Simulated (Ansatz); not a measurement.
# BNH₃ (quartet): from Hartree-Fock to the top rungs, cc-pVTZ

The task here is to estimate one member of a computed series from the others.

Computed with Ansatz 0.2.0, Gaussian basis. Level: cc-pVTZ, core rule «outside noble gas», up to 2 orbitals frozen.

The runs, in order: UHF; CCSD(T) on ROHF; CCSD(T) on UHF; BCCD(T) on ROHF; CCSDT(Q) on ROHF; CCSDT(Q) on UHF; CASSCF and NEVPT2, 11 electrons in 11 orbitals.

5 further runs of the same task are left out: 5 set aside as unsound or not needed.

## The geometry

The geometry is a PBE0/def2-TZVP stationary point (not a proven minimum) of the parent state, kept for this charge and spin.

5 atoms, charge 0, spin multiplicity 4.

Atoms are counted from 1 here; the program's logs count them from 0.

Bond lengths: B1–N2 1.329 Å, B1–H3 1.210 Å, B1–H4 1.203 Å, N2–H5 0.999 Å. Angles: N2–B1–H3 118.6°, N2–B1–H4 121.4°, H3–B1–H4 120.0°, B1–N2–H5 163.5°.

Set-up of the first run:

Contents of in.yaml:

```yaml
crystal:
  periodic: [false, false, false]
  atoms:
    - {symbol: B, position_ang: [0.000000, 0.024631, 0.707241]}
    - {symbol: N, position_ang: [0.000000, -0.043245, -0.619792]}
    - {symbol: H, position_ang: [0.000000, 1.115161, 1.232352]}
    - {symbol: H, position_ang: [0.000000, -0.969115, 1.385961]}
    - {symbol: H, position_ang: [0.000000, 0.190722, -1.591212]}
basis:
  gaussian: {orbitals: cc-pVTZ}
magnetization: {spin_polarized: true, initial_magnetization: 3}
hamiltonian: {xc: hf}
output: {orbitals: {seedname: orbitals}}
```

Command:

```console
ansatz run in.yaml --threads 1 --pin off --events-out ev --progress --plain --max-ram 2816MiB --backend cpu
```

Among the steps run: UHF; CCSD(T) on ROHF; CCSD(T) on UHF; BCCD(T) on ROHF; CCSDT(Q) on ROHF; CCSDT(Q) on UHF; CASSCF and NEVPT2, 11 electrons in 11 orbitals.

One table of the session follows, with a row left open; its other results are not shown here.

| method | from UCCSDT(Q) (meV) |
| --- | --- |
| ROHF | ? |
| UHF | +8157.8 |
| RMP2 | +1291.2 |
| UMP2 | +1304.7 |
| RCCSD | +319.2 |
| UCCSD | +311.4 |
| RCCSD(T) | +45.0 |
| UCCSD(T) | +44.4 |
| BCCD(T) | +41.4 |
| RCCSDT | +13.5 |
| UCCSDT | +10.7 |
| RCCSDT(Q) | +3.4 |
| UCCSDT(Q) | 0 |
| CASSCF valence | +6153.2 |
| NEVPT2 valence | +1192.9 |

**Question.** Estimate the row for ROHF.

**Answer.** from UCCSDT(Q) (meV): +8522.2. In the column «from UCCSDT(Q) (meV)» it is the highest.

To keep in mind: Restricted and unrestricted rows rest on different reference determinants; where their highest levels disagree by more than a few hundredths of an eV, they describe different states and don't form one ladder.
